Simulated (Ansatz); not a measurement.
# C₃H₄ClF: up Jacob's ladder to CCSD(T)

The task here is to estimate one member of a computed series from the others.

The runs use Ansatz 0.2.0, Gaussian basis; functionals in def2-TZVPP, the program's frozen cores in correlated methods.

Plan: LDA (SPW92), PBE-D4, revPBE-D4, BLYP-D4, r2SCAN-D4, B97M-V, PBE0-D4, B3LYP-D4, r2SCANh-D4, r2SCAN0-D4, HSE06-D4, BHLYP-D4, CAM-B3LYP-D4, LC-ωPBE, ωB97X-V, ωB97M-V, B2PLYP, PBE-QIDH; CCSD(T)/def2-SVP; CCSD(T)/def2-TZVPP; MP2/def2-QZVPP; extrapolation to the limit; RPA on PBE.

### Structure used throughout

An earlier PBE0-D4 in a triple-zeta def2 set relaxation fixed the geometry.

SMILES `C=C(Cl)CF`, 9 atoms, charge 0, spin multiplicity 1.

Atoms are counted from 1 here; the program's logs count them from 0.

Bond lengths: C1–C2 1.320 Å, C1–H6 1.082 Å, C1–H7 1.081 Å, C2–Cl3 1.730 Å, C2–C4 1.493 Å, C4–F5 1.373 Å, C4–H8 1.095 Å, C4–H9 1.095 Å. Angles: C2–C1–H6 119.2°, C2–C1–H7 121.7°, H6–C1–H7 119.1°, C1–C2–Cl3 122.5°, C1–C2–C4 126.1°, Cl3–C2–C4 111.5°, C2–C4–F5 111.0°, C2–C4–H8 110.0°, C2–C4–H9 110.0°, F5–C4–H8 108.7°, F5–C4–H9 108.7°, H8–C4–H9 108.5°.

Coordinates:

```xyz
9

C     0.51366    0.86675   -0.98134
C     0.50586   -0.07707   -0.05904
Cl    1.93616   -0.93098    0.40732
C    -0.68645   -0.54833    0.70632
F    -1.81485    0.13459    0.32644
H    -0.41273    1.36711   -1.23188
H     1.42197    1.15316   -1.49312
H    -0.84714   -1.61710    0.52916
H    -0.52807   -0.39442    1.77905
```

Set-up of the first run:

in.yaml

```yaml
crystal:
  periodic: [false, false, false]
  atoms:
    - {symbol: C, position_ang: [0.513663, 0.866748, -0.981343]}
    - {symbol: C, position_ang: [0.505855, -0.077066, -0.059040]}
    - {symbol: Cl, position_ang: [1.936158, -0.930984, 0.407320]}
    - {symbol: C, position_ang: [-0.686449, -0.548329, 0.706320]}
    - {symbol: F, position_ang: [-1.814852, 0.134589, 0.326442]}
    - {symbol: H, position_ang: [-0.412729, 1.367105, -1.231881]}
    - {symbol: H, position_ang: [1.421969, 1.153160, -1.493124]}
    - {symbol: H, position_ang: [-0.847142, -1.617099, 0.529161]}
    - {symbol: H, position_ang: [-0.528074, -0.394422, 1.779046]}
basis:
  gaussian: {orbitals: def2-TZVPP}
hamiltonian: {xc: lda}
output: {orbitals: {seedname: orbitals}}
```

Launch:

```bash
$ ansatz run in.yaml --threads 2 --pin off --events-out ev --progress --plain --max-ram 4352MiB
```

Steps of the session up to this table: LDA; PBE-D4 (GGA); revPBE-D4 (GGA); BLYP-D4 (GGA); r2SCAN-D4 (meta-GGA); B97M-V (meta-GGA); B3LYP-D4 (hybrid); r2SCANh-D4 (hybrid); r2SCAN0-D4 (hybrid); HSE06-D4 (hybrid); BHLYP-D4 (hybrid); CAM-B3LYP-D4 (range-separated); LC-ωPBE (range-separated); ωB97X-V (range-separated); ωB97M-V (range-separated); B2PLYP (double hybrid); PBE-QIDH (double hybrid).

One table of the session follows, with a row left open; its other results are not shown here.

It belongs to the step «Orbital energies across the functionals». 

```
  functional  HOMO (eV)  gap (eV)
 LDA (SPW92)      -6.61      5.15
      PBE-D4      -6.44      5.20
   revPBE-D4      -6.38      5.22
     BLYP-D4      -6.29      5.17
   r2SCAN-D4      -6.67      5.64
      B97M-V      -6.70      5.74
     PBE0-D4      -7.62      7.37
    B3LYP-D4      -7.40      6.90
  r2SCANh-D4      -7.11      6.44
  r2SCAN0-D4          ?         ?
    HSE06-D4      -7.22      6.58
    BHLYP-D4      -8.65      9.49
CAM-B3LYP-D4      -8.95      9.83
     LC-ωPBE     -10.35     12.39
     ωB97X-V      -9.95     11.93
     ωB97M-V      -9.83     11.70
```

**Question.** Estimate the row for r2SCAN0-D4.

Worked estimate for «HOMO (eV)». Against the share of exact exchange, r2SCAN-D4 (0, -6.67), r2SCANh-D4 (0.1, -7.11) give a slope of -4.40 per unit share; at 0.25 the line stands at -7.77.

**Answer.** HOMO (eV): -7.77; gap (eV): 7.64. In «HOMO (eV)» the line misses by 0.00.
